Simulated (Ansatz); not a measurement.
The input, for Ansatz 0.2.0:

```yaml
crystal:
  periodic: [false, false, false]
  atoms:
    - {symbol: Al, position_ang: [0.000000, 0.020463, 1.750773]}
    - {symbol: As, position_ang: [0.000000, -0.027757, -0.688843]}
    - {symbol: H, position_ang: [0.000000, 1.383794, 2.563130]}
    - {symbol: H, position_ang: [0.000000, -1.367803, 2.519896]}
    - {symbol: H, position_ang: [0.000000, 1.499472, -0.746751]}
basis:
  gaussian: {orbitals: STO-3G}
total_charge: 1
correlation: {active_space: {ras: {orbitals: [10, 0, 6], electrons: 20, max_holes: 2, max_particles: 2}, fixed_orbitals: true}}
```

```sh
$ ansatz run in.yaml --threads 1 --pin off --events-out ev --progress --plain --max-ram 2393MiB
```

The program prints:

```
306 factors; integrals over basis functions are off by at most 5.9e-5 eV
mean field evaluation 1: about -66661.8497 eV, gradient 1.1e1 eV
mean field evaluation 2: about -66661.8479 eV, gradient 1.1e1 eV
mean field evaluation 4: about -66662.5191 eV, gradient 4.8e-1 eV
mean field evaluation 8: about -66662.5211 eV, gradient 5.8e-7 eV
mean field evaluation 16: about -66659.1543 eV, gradient 6.2e-3 eV
mean field evaluation 32: about -66662.5211 eV, gradient 8.9e-6 eV
mean field -66662.52114992 eV, -2449.8024667800 hartree, gradient 8.9e-6 eV, S^2 0.000000; 3 other end points of the search recorded, 0 dependent functions left out
reference -66662.52114992 eV, -2449.8024667800 hartree; 24, 24 occupied and 6, 6 virtual orbitals, 306 factors
state -66664.72236294 eV, -2449.8833598661 hartree
Total energy: -66664.72236294 eV, -2449.8833598661 hartree
```

Ran on 1 thread of Intel Xeon, shared host: 1.4 s wall, 0.09 GiB peak host memory.
